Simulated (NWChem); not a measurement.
# singlet CH3O+ at 6 levels

Wanted: a comparison of 6 runs (BHLYP/def2-TZVPP, CAM-B3LYP/def2-TZVPP, B3LYP/def2-TZVPP, M06-2X/def2-TZVPP, PBE/def2-TZVPP, PBE0/def2-TZVPP) of singlet CH3O+. 

The results are computed with NWChem 7.3.0.

1 further run of the same task is left out (set aside as unsound or not needed).

## 1. The molecule

CH3O+ has 5 atoms, charge +1, and is taken as a singlet. SMILES of the parent species: `[CH2]O`. The coordinates come from a PBE0-D4/def2-TZVP relaxation. This is one conformer, not always the lowest. That shape belongs to the parent species and isn't relaxed for this state.

Bond lengths: C1–O2 1.357 Å, C1–H3 1.080 Å, C1–H4 1.084 Å, O2–H5 0.960 Å. Angles: C1–O2–H5 109.6°, O2–C1–H3 113.9°, O2–C1–H4 119.2°, H3–C1–H4 121.2°.

## 2. The energy at BHLYP/def2-TZVPP (run 1)

File sp.nw:

```
start sp
title "CH3O energy"
memory total 2200 mb
charge 1

geometry units atomic noautosym nocenter noautoz
 C  -0.61831839 -0.59261811  0.03817247
 O   0.50909222  1.70207632  0.22714508
 H  -2.59875137 -0.50361201 -0.44635331
 H   0.51835188 -2.22912094 -0.43463701
 H   2.28373402  1.48400193  0.53743811
end

basis spherical bse
 * library def2-TZVPP
end

dft
 xc bhlyp
 grid fine
 convergence energy 1e-08
 maxiter 100
 mulliken
 print low
end

task dft energy
```

Launch:

```bash
$ nwchem sp.nw > sp.out
```

The log of the run:

```text
[...]
 d= 0,ls=0.0,diis     1   -114.5371117441 -1.50D+02  1.14D-02  2.51D+00     1.8
[...]
 d= 0,ls=0.0,diis    10   -114.7500318032 -6.02D-09  2.29D-07  8.19D-10    11.6
         Total DFT energy =     -114.750031803191
      One electron energy =     -220.649651037994
           Coulomb energy =       85.146341131609
    Exchange-Corr. energy =      -14.691170437101
 Nuclear repulsion energy =       35.444448540295
[...]
      Total Density - Mulliken Population Analysis
     ---------------------------------------------
    Atom       Charge   Shell Charges
 -----------   ------   -------------------------------------------------------
    1 C    6     5.67   0.86  1.12  0.58  0.63  0.08  1.13  1.00  0.15  0.02  0.08  0.01
    2 O    8     8.08   0.79  1.18  0.60  0.93  0.27  1.86  1.84  0.56  0.00  0.03  0.00
    3 H    1     0.77   0.26  0.43  0.05  0.01  0.02  0.00
    4 H    1     0.77   0.26  0.43  0.05  0.01  0.02  0.00
    5 H    1     0.71   0.25  0.36  0.02  0.02  0.06  0.01
[...]
```

Wall time 12 s (1 thread of Intel Xeon 6975P-C (Granite Rapids), shared host); peak memory 0.12 GiB.

## 3. The energy at CAM-B3LYP/def2-TZVPP (run 2)

File ch3o.nw:

```
start ch3o
title "CH3O CAM-B3LYP"
memory stack 880 mb heap 220 mb global 1100 mb
charge 1

geometry units angstroms noautosym nocenter noautoz
 C    -0.327200   -0.313600    0.020200
 O     0.269400    0.900700    0.120200
 H    -1.375200   -0.266500   -0.236200
 H     0.274300   -1.179600   -0.230000
 H     1.208500    0.785300    0.284400
end

basis "ao basis" spherical bse
 C library def2-TZVPP
 O library def2-TZVPP
 H library def2-TZVPP
end

dft
 xc xcamb88 1.00 lyp 0.81 vwn_5 0.19 hfexch 1.00
 cam 0.33 cam_alpha 0.19 cam_beta 0.46
 grid fine
 convergence energy 1e-08
 direct
 iterations 100
 mulliken
 print low
end

task dft energy
```

Launch:

```bash
$ nwchem ch3o.nw > ch3o.out
```

The log of the run:

```text
[...]
 d= 0,ls=0.0,diis     1   -114.5418812451 -1.50D+02  1.23D-02  2.58D+00     5.7
[...]
 d= 0,ls=0.0,diis     8   -114.7642140740 -7.57D-09  6.18D-07  2.57D-08    40.2
         Total DFT energy =     -114.764214073985
      One electron energy =     -220.643330146160
           Coulomb energy =       85.127693667330
    Exchange-Corr. energy =      -14.693028688430
 Nuclear repulsion energy =       35.444451093276
[...]
      Total Density - Mulliken Population Analysis
     ---------------------------------------------
    Atom       Charge   Shell Charges
 -----------   ------   -------------------------------------------------------
    1 C    6     5.76   0.86  1.11  0.59  0.66  0.10  1.17  1.00  0.17  0.02  0.08  0.01
    2 O    8     8.02   0.79  1.18  0.61  0.90  0.29  1.88  1.77  0.56  0.00  0.03  0.00
    3 H    1     0.75   0.26  0.42  0.05  0.01  0.02  0.00
    4 H    1     0.75   0.26  0.41  0.05  0.01  0.02  0.00
    5 H    1     0.72   0.25  0.36  0.02  0.02  0.06  0.01
[...]
```

It took 41 s on 1 thread of Intel Xeon 6975P-C (Granite Rapids), shared host; peak memory 0.11 GiB.

Runs 3 to 5 aren't shown in full; the table further down has their settings and results.

## 4. A single-point energy at PBE0/def2-TZVPP (run 6)

File nw.nw:

```
start nw
title "CH3O"
memory 2200 mb
charge 1
geometry units angstroms noautosym nocenter noautoz
 C       -0.327200      -0.313600       0.020200
 O        0.269400       0.900700       0.120200
 H       -1.375200      -0.266500      -0.236200
 H        0.274300      -1.179600      -0.230000
 H        1.208500       0.785300       0.284400
end
basis spherical bse
 * library def2-TZVPP
end
dft
 xc pbe0
 grid fine
 convergence energy 1e-08
 maxiter 100
 mulliken
end
task dft energy
```

Launch:

```bash
$ nwchem nw.nw > nw.out
```

The log of the run:

```text
[...]
          Wavefunction type:  closed shell.
          No. of atoms     :     5
          No. of electrons :    16
[...]
          Charge           :     1
          Spin multiplicity:     1
[...]
          AO basis - number of functions:   104
[...]
              XC Information
              --------------
                         PBE0 Method XC Functional
                     Hartree-Fock (Exact) Exchange  0.250
          PerdewBurkeErnzerhof Exchange Functional  0.750
            Perdew 1991 LDA Correlation Functional  1.000 local
           PerdewBurkeErnz. Correlation Functional  1.000 non-local
[...]
 d= 0,ls=0.0,diis     1   -114.4562961777 -1.50D+02  1.46D-02  2.65D+00     1.5
[...]
 d= 0,ls=0.0,diis    10   -114.6823061019 -3.42D-10  6.40D-08  1.17D-10    13.8
         Total DFT energy =     -114.682306101949
      One electron energy =     -220.625546003571
           Coulomb energy =       85.109119268812
    Exchange-Corr. energy =      -14.610330460466
 Nuclear repulsion energy =       35.444451093276
[...]
      Total Density - Mulliken Population Analysis
     ---------------------------------------------
    Atom       Charge   Shell Charges
 -----------   ------   -------------------------------------------------------
    1 C    6     5.69   0.86  1.11  0.58  0.63  0.07  1.14  1.03  0.15  0.02  0.08  0.01
    2 O    8     8.02   0.79  1.18  0.60  0.94  0.26  1.85  1.83  0.53  0.00  0.03  0.00
    3 H    1     0.79   0.26  0.45  0.05  0.01  0.03  0.00
    4 H    1     0.79   0.26  0.44  0.06  0.01  0.03  0.00
    5 H    1     0.70   0.25  0.35  0.02  0.02  0.06  0.01
[...]
```

Run time: 14 s. Hardware: 1 thread of Intel Xeon 6975P-C (Granite Rapids), shared host; peak memory 0.12 GiB.

## 5. All runs side by side

| run | level | energy (Eh) | wall time |
| --- | --- | --- | --- |
| 1 | BHLYP/def2-TZVPP | -114.750032 | 12 s |
| 2 | CAM-B3LYP/def2-TZVPP | -114.764214 | 41 s |
| 3 | B3LYP/def2-TZVPP | -114.817599 | 14 s |
| 4 | M06-2X/def2-TZVPP | -114.759606 | 14 s |
| 5 | PBE/def2-TZVPP | -114.682634 | 13 s |
| 6 | PBE0/def2-TZVPP | -114.682306 | 14 s |

## 6. What came out

| quantity | value |
| --- | --- |
| run 6: total energy | -114.68231 Eh |
| run 6: HOMO energy | -19.01 eV |
| run 6: LUMO energy | -11.00 eV |
| run 6: HOMO–LUMO gap | 8.01 eV |

In words: Over runs 3, 4, 5, 6 the HOMO–LUMO gap runs from 5.00 eV (PBE/def2-TZVPP) to 10.93 eV (M06-2X/def2-TZVPP). Totals of different functionals can't be ranked against each other. All runs together took 1.8 min, the longest 41 s.
